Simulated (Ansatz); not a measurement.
We consider bcc Fe, described by r²SCAN (Ansatz, a program for electronic structure, plane waves, PAW).

Settings: plane-wave cutoff 500 eV, 24×24×1 k mesh (along the axes of the cell as run), Fermi–Dirac smearing 0.1 eV, scalar-relativistic PAW data made under PBE.

What does this level give for the surface energy of the (110) face and work function of the (110) face?


- surface energy of the (110) face: 2.52 J/m²
- work function of the (110) face: 4.86 eV

The slab of 6 atoms is relaxed and unreconstructed.

It cost about 50 core-minutes (a rough figure) of CPU time.
